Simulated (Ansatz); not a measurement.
# H4P2: the cost of one run

Computed with Ansatz 0.2.0 through its Python package. Level of theory: B3LYP/def2-SVP.

### Step 1. The structure

Bond lengths: P1–P2 2.153 Å, P1–H3 1.395 Å, P1–H4 1.396 Å, P2–H5 1.396 Å, P2–H6 1.396 Å. Angles: P1–P2–H5 93.9°, P1–P2–H6 93.9°, H5–P2–H6 92.0°, P2–P1–H3 93.8°, P2–P1–H4 93.9°, H3–P1–H4 91.9°.

No structure file is read: the coordinates are typed or built in the script.

### Step 2. The script

The input, h4p2.py:

```python
"""Relaxed scan of one distance in H4P2."""

import ansatz as az
import numpy as np

BASIS_SET = "def2-SVP"
FUNCTIONAL = "B3LYP"

geometry_ang = [
    ("P", (0.35644, -1.01304, -0.08002)),
    ("P", (-0.35601, 1.0131, 0.0752)),
    ("H", (-0.48563, -1.48526, 0.92761)),
    ("H", (-0.56046, -1.35907, -1.07356)),
    ("H", (0.4921, 1.48831, -0.92596)),
    ("H", (0.55355, 1.35596, 1.07674)),
]
mol = az.Crystal.molecule()
for symbol, xyz in geometry_ang:
    mol = mol.atom(symbol, xyz)

calculation = mol.calculation().basis(gaussian=BASIS_SET).functional(FUNCTIONAL)
symbols = [site.symbol for site in mol.cartesian_sites]
pairs = [(0, 1), (0, 2), (0, 3), (1, 4), (1, 5)]
print("held (A)   E (eV)        ", "  ".join(f"{symbols[i]}{i}-{symbols[j]}{j}" for i, j in pairs))
for length in [1.28, 1.4, 1.51, 1.67, 1.88]:
    summary = calculation.relax(constraints=[az.DistanceConstraint((1, 5), at=length)], force_tolerance=0.02, max_steps=60).run().report
    xyz = np.array(summary["positions_ang"])
    print(f"{length:6.2f} {summary['free_energy_ev']:14.5f}  ", "  ".join(f"{np.linalg.norm(xyz[i] - xyz[j]):.3f}" for i, j in pairs))
```

### Step 3. What the engine is handed

The package turns the script's settings into the engine's input (first run):

```yaml
crystal:
  periodic: [false, false, false]
  atoms:
    - { symbol: P, position_ang: [0.35644, -1.01304, -0.08002] }
    - { symbol: P, position_ang: [-0.35601, 1.0131, 0.0752] }
    - { symbol: H, position_ang: [-0.48563, -1.48526, 0.92761] }
    - { symbol: H, position_ang: [-0.56046, -1.35907, -1.07356] }
    - { symbol: H, position_ang: [0.4921, 1.48831, -0.92596] }
    - { symbol: H, position_ang: [0.55355, 1.35596, 1.07674] }
basis:
  gaussian:
    orbitals: def2-SVP
hamiltonian:
  xc: b3lyp
relax:
  f_tol: 0.02
  max_steps: 60
  constraints:
    - { distance: [1, 5], at: 1.28 }
```

### Step 4. Launch

The run is started by

```console
$ python h4p2.py
```

What time and memory should one allow on 1 thread of Arm Neoverse V1, shared host?

About 34 s, with a peak of 0.16 GiB.
